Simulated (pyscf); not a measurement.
Thermochemistry of product channels of PH₃ (SMILES P) + GeH₃• (SMILES [GeH3]) on the doublet surface, in kcal/mol, from ωB97M-D3(BJ)/def2-TZVP energies (ideal gas, 1 atm, RRHO with modes under 100 cm⁻¹ raised to 100, one conformer, R ln 2 for chiral ones without a mode under 150 cm⁻¹). Structures and frequencies: ωB97X-D3(BJ)/def2-SVP in PySCF.

| products | ΔE | ΔH(298 K) | ΔG(298 K) | ΔG(1200 K) |
|---|---|---|---|---|
| H₂P–GeH₂• (SMILES [PH2][GeH2]) + H₂ (SMILES [H][H]) | -2.7 | -3.7 | -2.7 | -2.5 |
| •HP–GeH₃ (SMILES [PH][GeH3]) + H₂ (SMILES [H][H]) | -1.2 | -2.6 | -1.5 | -1.5 |
| H₂P–GeH₃ (SMILES [PH2][GeH3]) + H• (SMILES [H]) | +19.9 | +17.9 | +20.3 | +24.0 |
| PH₂• (SMILES [PH2]) + H₂ (SMILES [H][H]) + GeH₂ (SMILES [GeH2]) [singlet] | +42.3 | +38.0 | +29.2 | +0.7 |
| PH₂• (SMILES [PH2]) + GeH₄ (SMILES [GeH4]) | -0.9 | -1.5 | -0.8 | +1.2 |

These are energies of the channels, which say nothing of barriers. Elements up to Kr have no core potential and no relativistic terms here.
